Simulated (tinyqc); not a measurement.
Worked calculation (part 2 of 3): RHF in the sto-3g basis, for H3O+, spin multiplicity 1. Computed by tinyqc, a small Python program that keeps every step (integrals from PySCF). Command: `OMP_NUM_THREADS=1 python tinyqc.py 30958 30959 out.jsonl` (the two numbers bound the seeds that draw the settings). One thread of a shared host (Intel(R) Xeon(R) Processor @ 2.60GHz), about 0.06 s of CPU time with the checks.

Geometry (angstrom):
```
atom          x          y         z
O      0.000000   0.000000  0.136000
H      0.969000   0.000000  0.000000
H     -0.484000   0.839000  0.000000
H     -0.484000  -0.839000  0.000000
```

## Iteration 1: building the Fock matrix

D at the start:
```
            1O 1s      1O 2s     1O 2px     1O 2py     1O 2pz      2H 1s      3H 1s      4H 1s
1O 1s    2.045044  -0.173319  -0.000028   0.000000  -0.033209  -0.124101  -0.124212  -0.124212
1O 2s   -0.173319   0.893007   0.000135   0.000000   0.117564   0.284799   0.285031   0.285031
1O 2px  -0.000028   0.000135   1.325469   0.000000  -0.000033   0.437132  -0.218475  -0.218475
1O 2py   0.000000   0.000000   0.000000   1.324886   0.000000   0.000000   0.378589  -0.378589
1O 2pz  -0.033209   0.117564  -0.000033   0.000000   1.988935  -0.021472  -0.021514  -0.021514
2H 1s   -0.124101   0.284799   0.437132   0.000000  -0.021472   0.239101   0.022986   0.022986
3H 1s   -0.124212   0.285031  -0.218475   0.378589  -0.021514   0.022986   0.239332   0.022967
4H 1s   -0.124212   0.285031  -0.218475  -0.378589  -0.021514   0.022986   0.022967   0.239332
```

core Hamiltonian H = T + V (hartree):
```
             1O 1s      1O 2s     1O 2px     1O 2py     1O 2pz      2H 1s      3H 1s      4H 1s
1O 1s   -33.238116  -7.735228   0.000003   0.000000   0.006199  -1.689169  -1.690777  -1.690777
1O 2s    -7.735228  -9.847841   0.000011   0.000000   0.073462  -3.792758  -3.795227  -3.795227
1O 2px    0.000003   0.000011  -8.109494   0.000000  -0.000012  -2.625729   1.312627   1.312627
1O 2py    0.000000   0.000000   0.000000  -8.109745   0.000000   0.000000  -2.275450   2.275450
1O 2pz    0.006199   0.073462  -0.000012   0.000000  -7.941440   0.389288   0.389619   0.389619
2H 1s    -1.689169  -3.792758  -2.625729   0.000000   0.389288  -5.277979  -1.351529  -1.351529
3H 1s    -1.690777  -3.795227   1.312627  -2.275450   0.389619  -1.351529  -5.279434  -1.351483
4H 1s    -1.690777  -3.795227   1.312627   2.275450   0.389619  -1.351529  -1.351483  -5.279434
```

nuclear repulsion = 13.92903626 hartree

Given earlier and not repeated: Two-electron integrals (ij|kl) in chemists' order.

J_ij = sum D_kl (ij|kl), K_ij = sum D_kl (ik|jl); F = H + J - 0.5 K; E = tr D H + tr D J / 2 - 0.25 tr D K + E_nn.

Coulomb J (hartree):
```
            1O 1s      1O 2s     1O 2px     1O 2py     1O 2pz      2H 1s      3H 1s      4H 1s
1O 1s   17.364746   3.283750   0.000001   0.000000   0.001723   0.716689   0.717377   0.717377
1O 2s    3.283750   8.231654   0.000000   0.000000  -0.005950   3.164432   3.166516   3.166516
1O 2px   0.000001   0.000000   8.227925   0.000000   0.000002   2.397393  -1.198542  -1.198542
1O 2py   0.000000   0.000000   0.000000   8.227971   0.000000   0.000000   2.077648  -2.077648
1O 2pz   0.001723  -0.005950   0.000002   0.000000   8.215912  -0.339269  -0.339576  -0.339576
2H 1s    0.716689   3.164432   2.397393   0.000000  -0.339269   4.960764   1.130068   1.130068
3H 1s    0.717377   3.166516  -1.198542   2.077648  -0.339576   1.130068   4.962170   1.130000
4H 1s    0.717377   3.166516  -1.198542  -2.077648  -0.339576   1.130068   1.130000   4.962170
```

exchange K (hartree):
```
            1O 1s      1O 2s     1O 2px     1O 2py     1O 2pz      2H 1s      3H 1s      4H 1s
1O 1s    9.703131   1.701079   0.000000   0.000000  -0.003709   0.380591   0.380949   0.380949
1O 2s    1.701079   2.493309  -0.000001   0.000000   0.026490   1.114690   1.115379   1.115379
1O 2px   0.000000  -0.000001   2.061898   0.000000  -0.000001   0.807270  -0.403549  -0.403549
1O 2py   0.000000   0.000000   0.000000   2.061866   0.000000   0.000000   0.699508  -0.699508
1O 2pz  -0.003709   0.026490  -0.000001   0.000000   2.216011  -0.103483  -0.103580  -0.103580
2H 1s    0.380591   1.114690   0.807270   0.000000  -0.103483   1.080568   0.386880   0.386880
3H 1s    0.380949   1.115379  -0.403549   0.699508  -0.103580   0.386880   1.081438   0.386877
4H 1s    0.380949   1.115379  -0.403549  -0.699508  -0.103580   0.386880   0.386877   1.081438
```

Fock matrix F (hartree):
```
             1O 1s      1O 2s     1O 2px     1O 2py     1O 2pz      2H 1s      3H 1s      4H 1s
1O 1s   -20.724936  -5.302017   0.000003   0.000000   0.009776  -1.162775  -1.163874  -1.163874
1O 2s    -5.302017  -2.862841   0.000011   0.000000   0.054267  -1.185671  -1.186400  -1.186400
1O 2px    0.000003   0.000011  -0.912518   0.000000  -0.000009  -0.631971   0.315859   0.315859
1O 2py    0.000000   0.000000   0.000000  -0.912706   0.000000   0.000000  -0.547555   0.547555
1O 2pz    0.009776   0.054267  -0.000009   0.000000  -0.833534   0.101760   0.101834   0.101834
2H 1s    -1.162775  -1.185671  -0.631971   0.000000   0.101760  -0.857499  -0.414901  -0.414901
3H 1s    -1.163874  -1.186400   0.315859  -0.547555   0.101834  -0.414901  -0.857982  -0.414921
4H 1s    -1.163874  -1.186400   0.315859   0.547555   0.101834  -0.414901  -0.414921  -0.857982
```

total energy of this density = -75.15668988 hartree

## Iteration 1: diagonalisation and new density

X:
```
            1O 1s      1O 2s     1O 2px     1O 2py     1O 2pz      2H 1s      3H 1s      4H 1s
1O 1s    1.025037  -0.150464   0.000003   0.000000   0.003152   0.020290   0.020300   0.020300
1O 2s   -0.150464   1.318406  -0.000071   0.000000  -0.033796  -0.268340  -0.268630  -0.268630
1O 2px   0.000003  -0.000071   1.123776   0.000000   0.000011  -0.274276   0.137152   0.137152
1O 2py   0.000000   0.000000   0.000000   1.123969   0.000000   0.000000  -0.237746   0.237746
1O 2pz   0.003152  -0.033796   0.000011   0.000000   1.003853   0.030689   0.030731   0.030731
2H 1s    0.020290  -0.268340  -0.274276   0.000000   0.030689   1.198653  -0.067007  -0.067007
3H 1s    0.020300  -0.268630   0.137152  -0.237746   0.030731  -0.067007   1.198910  -0.067011
4H 1s    0.020300  -0.268630   0.137152   0.237746   0.030731  -0.067007  -0.067011   1.198910
```

Diagonalise F' = X^T F X, C = X C', fill 5 alpha and 5 beta electrons from the bottom; D = 2 C_occ C_occ^T. Each column has its largest component positive (the first on a tie).

F' = X^T F X (hartree):
```
            1          2          3          4          5          6          7          8
1  -20.330586  -2.761094  -0.000006   0.000000   0.015742  -0.168983  -0.169294  -0.169294
2   -2.761094  -1.469469  -0.000096   0.000000  -0.011128  -0.515431  -0.515890  -0.515890
3   -0.000006  -0.000096  -0.618049   0.000000   0.000011  -0.535152   0.267534   0.267534
4    0.000000   0.000000   0.000000  -0.617845   0.000000   0.000000  -0.463752   0.463752
5    0.015742  -0.011128   0.000011   0.000000  -0.825164   0.060455   0.060525   0.060525
6   -0.168983  -0.515431  -0.535152   0.000000   0.060455  -0.264833  -0.110586  -0.110586
7   -0.169294  -0.515890   0.267534  -0.463752   0.060525  -0.110586  -0.264663  -0.110639
8   -0.169294  -0.515890   0.267534   0.463752   0.060525  -0.110586  -0.110639  -0.264663
```

orbital energies (hartree): MO1 -20.735085, MO2 -1.672020, MO3 -1.081575, MO4 -1.081343, MO5 -0.831332, MO6 0.127291, MO7 0.309086, MO8 0.309705

coefficients C:
```
              MO1        MO2        MO3        MO4        MO5        MO6        MO7        MO8
1O 1s    0.993555  -0.231947   0.000000   0.000003  -0.027467  -0.181329  -0.000236   0.000000
1O 2s    0.029779   0.811298   0.000000   0.000033   0.125707   1.141670   0.001663   0.000000
1O 2px  -0.000002   0.000006   0.000000   0.723738  -0.000036   0.001094  -0.922996   0.000000
1O 2py   0.000000   0.000000   0.723620   0.000000   0.000000   0.000000   0.000000   0.923432
1O 2pz  -0.001423  -0.055657   0.000000   0.000035   0.991399  -0.160406  -0.000242   0.000000
2H 1s   -0.005598   0.135507   0.000000   0.372635  -0.025472  -0.658460   1.001433   0.000000
3H 1s   -0.005603   0.135600   0.322672  -0.186243  -0.025471  -0.657063  -0.501926  -0.868150
4H 1s   -0.005603   0.135600  -0.322672  -0.186243  -0.025471  -0.657063  -0.501926   0.868150
```

D after iteration 1:
```
            1O 1s      1O 2s     1O 2px     1O 2py     1O 2pz      2H 1s      3H 1s      4H 1s
1O 1s    2.083411  -0.324087   0.000001   0.000000  -0.031471  -0.072583  -0.072640  -0.072640
1O 2s   -0.324087   1.349786   0.000048   0.000000   0.158858   0.213160   0.213274   0.213274
1O 2px   0.000001   0.000048   1.047594   0.000000  -0.000021   0.539384  -0.269579  -0.269579
1O 2py   0.000000   0.000000   0.000000   1.047251   0.000000   0.000000   0.466983  -0.466983
1O 2pz  -0.031471   0.158858  -0.000021   0.000000   1.971945  -0.065549  -0.065596  -0.065596
2H 1s   -0.072583   0.213160   0.539384   0.000000  -0.065549   0.315798  -0.100691  -0.100691
3H 1s   -0.072640   0.213274  -0.269579   0.466983  -0.065596  -0.100691   0.315742  -0.100726
4H 1s   -0.072640   0.213274  -0.269579  -0.466983  -0.065596  -0.100691  -0.100726   0.315742
```

## Iteration 2: building the Fock matrix

As before.

Coulomb J (hartree):
```
            1O 1s      1O 2s     1O 2px     1O 2py     1O 2pz      2H 1s      3H 1s      4H 1s
1O 1s   17.282212   3.259308   0.000001   0.000000   0.002360   0.711421   0.712104   0.712104
1O 2s    3.259308   8.169995   0.000023   0.000000  -0.006617   3.146519   3.148561   3.148561
1O 2px   0.000001   0.000023   8.161323   0.000000   0.000001   2.386560  -1.193095  -1.193095
1O 2py   0.000000   0.000000   0.000000   8.161369   0.000000   0.000000   2.068221  -2.068221
1O 2pz   0.002360  -0.006617   0.000001   0.000000   8.163596  -0.338764  -0.339064  -0.339064
2H 1s    0.711421   3.146519   2.386560   0.000000  -0.338764   4.956517   1.125497   1.125497
3H 1s    0.712104   3.148561  -1.193095   2.068221  -0.339064   1.125497   4.957759   1.125417
4H 1s    0.712104   3.148561  -1.193095  -2.068221  -0.339064   1.125497   1.125417   4.957759
```

exchange K (hartree):
```
            1O 1s      1O 2s     1O 2px     1O 2py     1O 2pz      2H 1s      3H 1s      4H 1s
1O 1s    9.746917   1.662421   0.000001   0.000000  -0.001316   0.377154   0.377506   0.377506
1O 2s    1.662421   2.561065  -0.000027   0.000000   0.031223   1.114094   1.114752   1.114752
1O 2px   0.000001  -0.000027   1.944469   0.000000   0.000006   0.819113  -0.409438  -0.409438
1O 2py   0.000000   0.000000   0.000000   1.944550   0.000000   0.000000   0.709680  -0.709680
1O 2pz  -0.001316   0.031223   0.000006   0.000000   2.233461  -0.114625  -0.114716  -0.114716
2H 1s    0.377154   1.114094   0.819113   0.000000  -0.114625   1.111251   0.349655   0.349655
3H 1s    0.377506   1.114752  -0.409438   0.709680  -0.114716   0.349655   1.111862   0.349647
4H 1s    0.377506   1.114752  -0.409438  -0.709680  -0.114716   0.349655   0.349647   1.111862
```

Fock matrix F (hartree):
```
             1O 1s      1O 2s     1O 2px     1O 2py     1O 2pz      2H 1s      3H 1s      4H 1s
1O 1s   -20.829363  -5.307130   0.000003   0.000000   0.009217  -1.166325  -1.167426  -1.167426
1O 2s    -5.307130  -2.958379   0.000047   0.000000   0.051233  -1.203286  -1.204042  -1.204042
1O 2px    0.000003   0.000047  -0.920405   0.000000  -0.000014  -0.648725   0.324252   0.324252
1O 2py    0.000000   0.000000   0.000000  -0.920651   0.000000   0.000000  -0.562069   0.562069
1O 2pz    0.009217   0.051233  -0.000014   0.000000  -0.894575   0.107837   0.107914   0.107914
2H 1s    -1.166325  -1.203286  -0.648725   0.000000   0.107837  -0.877088  -0.400860  -0.400860
3H 1s    -1.167426  -1.204042   0.324252  -0.562069   0.107914  -0.400860  -0.877605  -0.400889
4H 1s    -1.167426  -1.204042   0.324252   0.562069   0.107914  -0.400860  -0.400889  -0.877605
```

total energy of this density = -75.31856226 hartree

## Iteration 2: diagonalisation and new density

As before.

F' = X^T F X (hartree):
```
            1          2          3          4          5          6          7          8
1  -20.441002  -2.733816  -0.000012   0.000000   0.015122  -0.174150  -0.174465  -0.174465
2   -2.733816  -1.596916  -0.000052   0.000000  -0.016440  -0.512460  -0.512899  -0.512899
3   -0.000012  -0.000052  -0.616305   0.000000   0.000005  -0.546779   0.273346   0.273346
4    0.000000   0.000000   0.000000  -0.616173   0.000000   0.000000  -0.473792   0.473792
5    0.015122  -0.016440   0.000005   0.000000  -0.885327   0.066361   0.066430   0.066430
6   -0.174150  -0.512460  -0.546779   0.000000   0.066361  -0.283061  -0.091495  -0.091495
7   -0.174465  -0.512899   0.273346  -0.473792   0.066430  -0.091495  -0.282931  -0.091547
8   -0.174465  -0.512899   0.273346   0.473792   0.066430  -0.091495  -0.091547  -0.282931
```

orbital energies (hartree): MO1 -20.838449, MO2 -1.752319, MO3 -1.106679, MO4 -1.106425, MO5 -0.894299, MO6 0.095822, MO7 0.298580, MO8 0.299121

coefficients C:
```
              MO1        MO2        MO3        MO4        MO5        MO6        MO7        MO8
1O 1s    0.993914  -0.238376   0.000000  -0.000009  -0.027674  -0.170678  -0.000161   0.000000
1O 2s    0.028071   0.857535   0.000000   0.000080   0.133187   1.106532   0.001224   0.000000
1O 2px  -0.000001  -0.000040   0.000000   0.708417  -0.000044   0.000782  -0.934807   0.000000
1O 2py   0.000000   0.000000   0.708324   0.000000   0.000000   0.000000   0.000000   0.935216
1O 2pz  -0.001312  -0.053927   0.000000   0.000045   0.989720  -0.171019  -0.000193   0.000000
2H 1s   -0.005134   0.108767   0.000000   0.389120  -0.035043  -0.662619   0.995376   0.000000
3H 1s   -0.005139   0.108858   0.336916  -0.194476  -0.035038  -0.661761  -0.498562  -0.862722
4H 1s   -0.005139   0.108858  -0.336916  -0.194476  -0.035038  -0.661761  -0.498562   0.862722
```

D after iteration 2:
```
            1O 1s      1O 2s     1O 2px     1O 2py     1O 2pz      2H 1s      3H 1s      4H 1s
1O 1s    2.090909  -0.360402   0.000006   0.000000  -0.031677  -0.060128  -0.060170  -0.060170
1O 2s   -0.360402   1.507785   0.000034   0.000000   0.171073   0.176982   0.177046   0.177046
1O 2px   0.000006   0.000034   1.003710   0.000000  -0.000019   0.551313  -0.275546  -0.275546
1O 2py   0.000000   0.000000   0.000000   1.003447   0.000000   0.000000   0.477291  -0.477291
1O 2pz  -0.031677   0.171073  -0.000019   0.000000   1.964910  -0.081049  -0.081100  -0.081100
2H 1s   -0.060128   0.176982   0.551313   0.000000  -0.081049   0.328997  -0.125160  -0.125160
3H 1s   -0.060170   0.177046  -0.275546   0.477291  -0.081100  -0.125160   0.328874  -0.125174
4H 1s   -0.060170   0.177046  -0.275546  -0.477291  -0.081100  -0.125160  -0.125174   0.328874
```

## Iteration 11 (converged): orbitals

converged F (hartree):
```
             1O 1s      1O 2s     1O 2px     1O 2py     1O 2pz      2H 1s      3H 1s      4H 1s
1O 1s   -20.829886  -5.304197   0.000004   0.000000   0.009715  -1.165846  -1.166947  -1.166947
1O 2s    -5.304197  -2.976429   0.000057   0.000000   0.051497  -1.200817  -1.201577  -1.201577
1O 2px    0.000004   0.000057  -0.911154   0.000000  -0.000016  -0.648573   0.324183   0.324183
1O 2py    0.000000   0.000000   0.000000  -0.911427   0.000000   0.000000  -0.561941   0.561941
1O 2pz    0.009715   0.051497  -0.000016   0.000000  -0.897124   0.111671   0.111749   0.111749
2H 1s    -1.165846  -1.200817  -0.648573   0.000000   0.111671  -0.874143  -0.393319  -0.393319
3H 1s    -1.166947  -1.201577   0.324183  -0.561941   0.111749  -0.393319  -0.874668  -0.393353
4H 1s    -1.166947  -1.201577   0.324183   0.561941   0.111749  -0.393319  -0.393353  -0.874668
```

As before.

F' = X^T F X (hartree):
```
            1          2          3          4          5          6          7          8
1  -20.442824  -2.726355  -0.000013   0.000000   0.015665  -0.175194  -0.175510  -0.175510
2   -2.726355  -1.630503  -0.000042   0.000000  -0.018448  -0.507339  -0.507768  -0.507768
3   -0.000013  -0.000042  -0.605276   0.000000   0.000003  -0.547806   0.273862   0.273862
4    0.000000   0.000000   0.000000  -0.605178   0.000000   0.000000  -0.474676   0.474676
5    0.015665  -0.018448   0.000003   0.000000  -0.887186   0.070604   0.070674   0.070674
6   -0.175194  -0.507339  -0.547806   0.000000   0.070604  -0.283044  -0.085003  -0.085003
7   -0.175510  -0.507768   0.273862  -0.474676   0.070674  -0.085003  -0.282923  -0.085058
8   -0.175510  -0.507768   0.273862   0.474676   0.070674  -0.085003  -0.085058  -0.282923
```

orbital energies (hartree): MO1 -20.838834, MO2 -1.765372, MO3 -1.103027, MO4 -1.102759, MO5 -0.897979, MO6 0.088666, MO7 0.299464, MO8 0.299983

coefficients C:
```
              MO1        MO2        MO3        MO4        MO5        MO6        MO7        MO8
1O 1s    0.993958  -0.240594   0.000000  -0.000013  -0.028889  -0.167073  -0.000143   0.000000
1O 2s    0.027873   0.872693   0.000000   0.000097   0.142319   1.093472   0.001111   0.000000
1O 2px  -0.000001  -0.000051   0.000000   0.702586  -0.000048   0.000699  -0.939197   0.000000
1O 2py   0.000000   0.000000   0.702506   0.000000   0.000000   0.000000   0.000000   0.939594
1O 2pz  -0.001328  -0.054920   0.000000   0.000050   0.988147  -0.179584  -0.000183   0.000000
2H 1s   -0.005091   0.099703   0.000000   0.395308  -0.041425  -0.663586   0.992994   0.000000
3H 1s   -0.005096   0.099791   0.342263  -0.197573  -0.041418  -0.662866  -0.497283  -0.860615
4H 1s   -0.005096   0.099791  -0.342263  -0.197573  -0.041418  -0.662866  -0.497283   0.860615
```

D after iteration 11:
```
            1O 1s      1O 2s     1O 2px     1O 2py     1O 2pz      2H 1s      3H 1s      4H 1s
1O 1s    2.093344  -0.372744   0.000006   0.000000  -0.033305  -0.055713  -0.055750  -0.055750
1O 2s   -0.372744   1.565250   0.000034   0.000000   0.185335   0.162021   0.162062   0.162062
1O 2px   0.000006   0.000034   0.987256   0.000000  -0.000018   0.555470  -0.277630  -0.277630
1O 2py   0.000000   0.000000   0.000000   0.987031   0.000000   0.000000   0.480885  -0.480885
1O 2pz  -0.033305   0.185335  -0.000018   0.000000   1.958905  -0.092767  -0.092821  -0.092821
2H 1s   -0.055713   0.162021   0.555470   0.000000  -0.092767   0.335902  -0.132822  -0.132822
3H 1s   -0.055750   0.162062  -0.277630   0.480885  -0.092821  -0.132822   0.335758  -0.132819
4H 1s   -0.055750   0.162062  -0.277630  -0.480885  -0.092821  -0.132822  -0.132819   0.335758
```

## Convergence

Stop when the energy changes by less than 1e-09 hartree and every element of the error matrix X^T (F D S - S D F) X is below 9e-06.

Course of the cycle:
```
iteration   E (hartree)     change  largest element of the error matrix
1          -75.15668988          -                             5.19e-01
2          -75.31856226  -1.62e-01                             8.23e-02
3          -75.32848062  -9.92e-03                             2.10e-02
4          -75.32919223  -7.12e-04                             5.79e-03
5          -75.32924829  -5.61e-05                             1.51e-03
6          -75.32925351  -5.22e-06                             4.45e-04
7          -75.32925410  -5.92e-07                             1.74e-04
8          -75.32925418  -7.90e-08                             6.85e-05
9          -75.32925419  -1.16e-08                             2.71e-05
10         -75.32925420  -1.80e-09                             1.08e-05
11         -75.32925420  -2.84e-10                             4.30e-06
```

PySCF RHF in the same basis = -75.32925420 hartree

Converged in 11 iterations.
